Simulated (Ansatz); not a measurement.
fcc Ag

Method: r²SCAN+rVV10 (plane waves, PAW; Ansatz, a first-principles code).

Numerical settings: plane-wave cutoff 560 eV, 24×24×24 k mesh, Fermi–Dirac smearing 0.05 eV, no spin polarisation, scalar-relativistic PAW data made under PBE.

Cell: relaxed at this level.

```json
{
 "equilibrium_volume_per_atom": "16.93 Å³/atom",
 "bulk modulus B0": "113 GPa",
 "lattice_constant_a": "4.076 Å",
 "band_gap": "none",
 "pressure derivative B′ of the bulk modulus": "5.6"
}
```

Measured, for comparison: equilibrium volume per atom 16.76 Å³/atom (static lattice: zero-point anharmonic expansion removed; as tabulated in Mejia-Rodriguez and Trickey (2018), arXiv:1807.09216); bulk modulus 110 GPa (corrected for temperature and zero-point phonon effects, our sources range from 104 to 111; as tabulated in Levämäki et al. (2014), arXiv:1402.3671); lattice constant a 4.062 Å (static lattice: zero-point anharmonic expansion removed, our sources range from 4.056 to 4.063; as tabulated in Mejia-Rodriguez and Trickey (2018), arXiv:1807.09216). Computed (rounded) less measured: equilibrium volume per atom +1.0 %, bulk modulus +3 % (+2 % to +9 % over the range), lattice constant a +0.3 % (+0.3 % to +0.5 % over the range).

Spin–orbit coupling is not included.

The result took very roughly 120 core-seconds.
